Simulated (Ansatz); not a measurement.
# AlBH4O: the cost of one run

Program: Ansatz 0.2.0. Level of theory: RKS PBE0-D4/def2-SVP. These are calculated values, not measurements.

## Step 1: Starting point

Bond lengths: O1–B2 1.406 Å, B2–Al3 2.038 Å, O1–H4 0.930 Å, B2–H5 1.199 Å, Al3–H6 1.594 Å, Al3–H7 1.655 Å. Angles: O1–B2–Al3 118.8°, O1–B2–H5 120.8°, Al3–B2–H5 120.4°, B2–O1–H4 105.6°, B2–Al3–H6 121.6°, B2–Al3–H7 120.3°, H6–Al3–H7 118.1°.

Structure file:

```xyz
7

O    -1.6515    0.2651   -0.6549
B    -0.2535    0.1948   -0.7919
Al    0.8886    0.0006    0.8852
H    -1.9537   -0.6129   -0.7142
H     0.2585    0.2231   -1.8755
H     0.2378   -0.0237    2.3405
H     2.5350   -0.1150    0.7651
```

## Step 2: Preparing the start

The input, input.yaml:

```yaml
crystal:
  periodic: [false, false, false]
  atoms:
    - { symbol: O, position_ang: [-1.6515, 0.2651, -0.6549] }
    - { symbol: B, position_ang: [-0.2535, 0.1948, -0.7919] }
    - { symbol: Al, position_ang: [0.8886, 0.0006, 0.8852] }
    - { symbol: H, position_ang: [-1.9537, -0.6129, -0.7142] }
    - { symbol: H, position_ang: [0.2585, 0.2231, -1.8755] }
    - { symbol: H, position_ang: [0.2378, -0.0237, 2.3405] }
    - { symbol: H, position_ang: [2.535, -0.115, 0.7651] }
basis:
  gaussian: { orbitals: def2-SVP }
hamiltonian:
  xc: pbe0
  dispersion: d4
relax:
  f_tol: 0.02
  max_steps: 40
scf:
  lower_state_search: "off"
output:
  orbitals: {}
```

The run is started by

```bash
$ ansatz run input.yaml --threads 1 --pin off --max-ram 2048MiB --backend cpu --events-out ev --progress --plain --runs-dir out
```

What time and memory should one allow on 1 thread of Arm Neoverse V1, shared host?

About 27 s, with a peak of 0.12 GiB.
